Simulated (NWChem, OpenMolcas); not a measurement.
# Predicting a hybrid from its neighbours: BPH6

BPH6 has 8 atoms, charge 0, and is taken as a singlet. As SMILES, `[BH3-][PH3+]`. Geometry: relaxed at PBE0-D4/def2-TZVP.

The dipole moment y, in D, basis def2-SVPD; a is the functional's share of exact exchange. Programs: NWChem 7.3.0, OpenMolcas 26.06.

```
functional     program     a  y (D)
      TPSS      NWChem     0   3.95
       PBE      NWChem     0   3.91
     B3LYP      NWChem   0.2   4.04
      PBE0      NWChem  0.25      ?
     BHLYP  OpenMolcas   0.5   4.20
```

Question: Fit y = c + s·a to the known rows and predict PBE0.

Answer: 
1. Means of the 4 rows: a = 0.1750, y = 4.025.
2. Σ(Δa)² = 0.1675, Σ(Δa·Δy) = 0.0905, so the slope is 0.0905/0.1675 = 0.5403.
3. Intercept: 4.025 − (0.5403) × 0.1750 = 3.930. The largest residual of the fit is 0.020.
4. PBE0: 3.930 + (0.5403) × 0.25 = 4.07 D.

The run gave 4.07 D, so the prediction is off by 0.00 D: they agree to the digits shown. More exact exchange makes the molecule more polar here.
